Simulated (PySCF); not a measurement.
**Electron affinity of C by level of theory**

C⁻ [He] 2s2 2p3 (4S) → C [He] 2s2 2p2 (3P), as a difference of total energies. Calculation: PySCF 2.14, in aug-cc-pVTZ; no relativity, point nucleus. Correlated levels: valence: 1s2 frozen. The calculations carry no spin-orbit coupling.

Problem. Order these methods by the electron affinity they give, lowest first.
A. LDA
B. PBE0
C. M06-2X
D. PBE

Solution. C (1.258 eV), B (1.412 eV), D (1.578 eV), A (1.800 eV).

Errors of the correlated levels include the incompleteness of this basis and the frozen core.

In the anion the highest occupied orbital energy is positive at LDA, PBE, PBE0, r2SCAN, M06-L, M06-2X, B3LYP, a self-interaction effect; the basis confines that electron, and the energy difference can still be sensible.

For comparison: 1.262 eV (measured; photodetachment measurements, as compiled on the Wikipedia data page of electron affinities).
